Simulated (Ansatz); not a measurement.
A calculation with Ansatz (development build ahead of 0.2.0).

```yaml
crystal:
  periodic: [false, false, false]
  atoms:
    - { symbol: O, position_ang: [-0.00289, -0.00276, -0.54] }
    - { symbol: O, position_ang: [-0.00048, 0.00886, 0.54455] }
basis:
  gaussian: { orbitals: cc-pVTZ }
total_charge: 1
magnetization:
  spin_polarized: true
  initial_magnetization: 1
hamiltonian:
  xc: hf
```

The input is written out in the form of the current development build from the run's settings.

Results

```yaml
Converged: yes
Total_energy: -149.23671 hartree
Spin_squared_of_the_determinant: 0.990
```

Caution: the unrestricted determinant is spin contaminated.
